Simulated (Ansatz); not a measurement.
ClF3: measurement beside calculation (Ansatz, PBE0-D4/def2-TZVP geometry).

```xyz
4

Cl   -0.3854   -0.1766    0.1021
F     1.0242    0.4693   -0.2712
F    -0.4557    0.9106    1.3985
F    -0.1830   -1.2033   -1.2293
```

Enthalpy of formation at 298 K: -38.0 kcal/mol (zero for an element's reference state; older measured values of the G2 set, as listed by Staroverov and co-workers, J. Chem. Phys. 119, 12129, 2003). With their computed zero-point and thermal terms and the atoms' enthalpies of Curtiss and co-workers (1997) it gives an electronic atomization energy of 125.4 kcal/mol.

```json
{"level": "LDA (SPW92)", "atomization (kcal/mol)": "226.9", "error": "101.6", "error per bond": "33.9"}
{"level": "PBE-D4", "atomization (kcal/mol)": "164.2", "error": "38.8", "error per bond": "12.9"}
{"level": "revPBE-D4", "atomization (kcal/mol)": "147.7", "error": "22.4", "error per bond": "7.5"}
{"level": "BLYP-D4", "atomization (kcal/mol)": "149.0", "error": "23.7", "error per bond": "7.9"}
{"level": "r2SCAN-D4", "atomization (kcal/mol)": "139.2", "error": "13.8", "error per bond": "4.6"}
{"level": "B97M-V", "atomization (kcal/mol)": "131.0", "error": "5.7", "error per bond": "1.9"}
{"level": "PBE0-D4", "atomization (kcal/mol)": "129.0", "error": "3.7", "error per bond": "1.2"}
{"level": "B3LYP-D4", "atomization (kcal/mol)": "127.6", "error": "2.3", "error per bond": "0.8"}
{"level": "r2SCANh-D4", "atomization (kcal/mol)": "127.7", "error": "2.3", "error per bond": "0.8"}
{"level": "r2SCAN0-D4", "atomization (kcal/mol)": "111.3", "error": "-14.1", "error per bond": "-4.7"}
{"level": "HSE06-D4", "atomization (kcal/mol)": "129.7", "error": "4.3", "error per bond": "1.4"}
{"level": "BHLYP-D4", "atomization (kcal/mol)": "86.8", "error": "-38.5", "error per bond": "-12.8"}
{"level": "CAM-B3LYP-D4", "atomization (kcal/mol)": "128.4", "error": "3.0", "error per bond": "1.0"}
{"level": "ωB97X-V", "atomization (kcal/mol)": "127.5", "error": "2.1", "error per bond": "0.7"}
{"level": "ωB97M-V", "atomization (kcal/mol)": "129.3", "error": "3.9", "error per bond": "1.3"}
{"level": "B2PLYP", "atomization (kcal/mol)": "122.4", "error": "-3.0", "error per bond": "-1.0"}
{"level": "PBE-QIDH", "atomization (kcal/mol)": "114.0", "error": "-11.4", "error per bond": "-3.8"}
{"level": "PBE", "atomization (kcal/mol)": "163.0", "error": "37.6", "error per bond": "12.5"}
{"level": "revPBE", "atomization (kcal/mol)": "143.4", "error": "18.1", "error per bond": "6.0"}
{"level": "BLYP", "atomization (kcal/mol)": "146.3", "error": "20.9", "error per bond": "7.0"}
{"level": "r2SCAN", "atomization (kcal/mol)": "138.9", "error": "13.6", "error per bond": "4.5"}
{"level": "PBE0", "atomization (kcal/mol)": "128.1", "error": "2.7", "error per bond": "0.9"}
{"level": "B3LYP", "atomization (kcal/mol)": "125.8", "error": "0.4", "error per bond": "0.1"}
{"level": "r2SCANh", "atomization (kcal/mol)": "127.4", "error": "2.1", "error per bond": "0.7"}
{"level": "r2SCAN0", "atomization (kcal/mol)": "111.0", "error": "-14.4", "error per bond": "-4.8"}
{"level": "HSE06", "atomization (kcal/mol)": "128.8", "error": "3.4", "error per bond": "1.1"}
{"level": "BHLYP", "atomization (kcal/mol)": "85.6", "error": "-39.8", "error per bond": "-13.3"}
{"level": "CAM-B3LYP", "atomization (kcal/mol)": "127.4", "error": "2.0", "error per bond": "0.7"}
{"level": "LC-ωPBE", "atomization (kcal/mol)": "128.2", "error": "2.8", "error per bond": "0.9"}
{"level": "RPA@PBE/def2-TZVPP", "atomization (kcal/mol)": "86.9", "error": "-38.5", "error per bond": "-12.8"}
{"level": "HF/def2-TZVPP", "atomization (kcal/mol)": "-22.1", "error": "-147.5", "error per bond": "-49.2"}
{"level": "MP2/def2-TZVPP", "atomization (kcal/mol)": "131.3", "error": "5.9", "error per bond": "2.0"}
{"level": "SCS-MP2/def2-TZVPP", "atomization (kcal/mol)": "117.5", "error": "-7.9", "error per bond": "-2.6"}
{"level": "CCSD/def2-TZVPP", "atomization (kcal/mol)": "95.9", "error": "-29.4", "error per bond": "-9.8"}
{"level": "CCSD(T)/def2-TZVPP", "atomization (kcal/mol)": "110.2", "error": "-15.1", "error per bond": "-5.0"}
{"level": "HF/def2-QZVPP", "atomization (kcal/mol)": "-19.3", "error": "-144.6", "error per bond": "-48.2"}
{"level": "MP2/def2-QZVPP", "atomization (kcal/mol)": "142.1", "error": "16.7", "error per bond": "5.6"}
{"level": "SCS-MP2/def2-QZVPP", "atomization (kcal/mol)": "127.5", "error": "2.2", "error per bond": "0.7"}
{"level": "CCSD/def2-QZVPP", "atomization (kcal/mol)": "104.9", "error": "-20.5", "error per bond": "-6.8"}
{"level": "CCSD(T)/def2-QZVPP", "atomization (kcal/mol)": "120.5", "error": "-4.9", "error per bond": "-1.6"}
{"level": "HF/CBS(def2)", "atomization (kcal/mol)": "-18.9", "error": "-144.2", "error per bond": "-48.1"}
{"level": "MP2/CBS(def2)", "atomization (kcal/mol)": "148.3", "error": "23.0", "error per bond": "7.7"}
{"level": "CCSD/CBS(def2)", "atomization (kcal/mol)": "109.8", "error": "-15.6", "error per bond": "-5.2"}
{"level": "CCSD(T)/CBS(def2)", "atomization (kcal/mol)": "126.4", "error": "1.0", "error per bond": "0.3"}
```

Functionals use def2-TZVPP; B3LYP here is the variant with VWN-RPA as its local correlation; programs differ in this. The calculations leave out spin–orbit coupling, scalar relativity and, for the correlated methods, core correlation; together these are worth up to about 1 kcal/mol a heavy atom. HSE06 is defined as in plane-wave codes. CBS extrapolates def2-TZVPP and def2-QZVPP. T1 = 0.016.
